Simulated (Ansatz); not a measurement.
## Ansatz (development build ahead of 0.2.0) run

```yaml
crystal:
  periodic: [false, false, false]
  atoms:
    - { symbol: O, position_ang: [0.00072, 0.83932, -0.71556] }
    - { symbol: H, position_ang: [1.0e-05, 1.59519, -0.11053] }
    - { symbol: Cl, position_ang: [-0.00013, -0.48829, 0.34206] }
basis:
  gaussian: { orbitals: cc-pVDZ }
hamiltonian:
  xc: hf
correlation:
  method: mp2
  frozen_orbitals: { Cl: 5, H: 0, O: 1 }
```

The input is written out in the form of the current development build from the run's settings.

Output:

* Converged: yes
* Reference energy: -534.87291 hartree
* Correlation energy: -0.32898 hartree
* Total energy: -535.20189 hartree
* Spin squared of the determinant: 0.000
